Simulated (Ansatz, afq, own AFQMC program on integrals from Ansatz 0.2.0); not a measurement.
## SiGeH₂, singlet in cc-pVDZ, levels against CCSDT(Q)

```yaml
atoms:
  - { symbol: Si, position_ang: [0.0000, -0.0028, 1.5631] }
  - { symbol: Ge, position_ang: [0.0000, -0.0228, -0.5875] }
  - { symbol: H, position_ang: [0.0000, 1.3277, 0.5197] }
  - { symbol: H, position_ang: [0.0000, 0.3931, -1.7376] }
```

Connectivity, by distances: Si–GeH, 1 bridging H.

Basis cc-pVDZ. Noble-gas cores (and the filled d shells of Ga–Kr and In–Xe) are frozen. AFQMC by an in-house program on the Cholesky factors that Ansatz 0.2.0 writes for its CCSD(T) run. The CISD trial takes its coefficients from CCSD amplitudes. Released means that phaseless walkers are propagated on without the constraint, phases kept. ± is one standard error of the sampling. No spin–orbit coupling.

Determinant: RHF, the one that the program's search chose, which needn't be the lowest solution. The geometry is a point of a scan.

No full CI on the walks' own integrals is used here; CCSDT(Q) serves as the reference and is uncertain by about the last step of the cluster series.

Cautions: no relativity below Rb; no spin-orbit coupling; inner d shell frozen; higher spins were not checked; restricted determinant unstable towards unrestricted (UHF 60 meV lower, ⟨S²⟩ 0.34).

The T1 diagnostic is 0.0188 and the weight of the determinant in the CISD state is 0.846. The size of the correlated space is 10 electrons in 36 orbitals.

| level | correlation energy (eV) |
| --- | --- |
| MP2 | -4.9690 |
| CCSD | -5.8059 |
| CCSD(T) | -6.0910 |

Question: Estimate where AFQMC with the constraint released lies against CCSD(T) on the same integrals.

Answer: 2.68 ± 0.62 mEh below CCSD(T).

Reference: CCSDT(Q), correlation energy -6.146 eV. The released energy is read at 2.40 1/Eh (meV from the phaseless value at times in 1/Eh: -6 ± 15 at 0.24, -11 ± 14 at 0.51, -36 ± 16 at 0.99, -29 ± 14 at 1.62, -39 ± 17 at 2.40).

```json
{"level": "CCSD(T)", "E − E(reference) (mEh)": "2.01", "share of correlation (%)": "99.11"}
{"level": "CCSDT", "E − E(reference) (mEh)": "0.88", "share of correlation (%)": "99.61"}
{"level": "ph-AFQMC/HF", "E − E(reference) (mEh)": "-0.01 ± 2.30", "share of correlation (%)": "100.01"}
{"level": "ph-AFQMC/CISD", "E − E(reference) (mEh)": "0.76 ± 0.85", "share of correlation (%)": "99.66"}
{"level": "released AFQMC", "E − E(reference) (mEh)": "-0.67 ± 0.62", "share of correlation (%)": "100.30"}
```

A walk keeps the symmetry of its determinant, which the program's search chose and which needn't be the lowest solution, so a lower state of the same spin and another symmetry isn't excluded. Released energies are given only where the last usable release times agree within the noise; a slower fall can still hide under it.
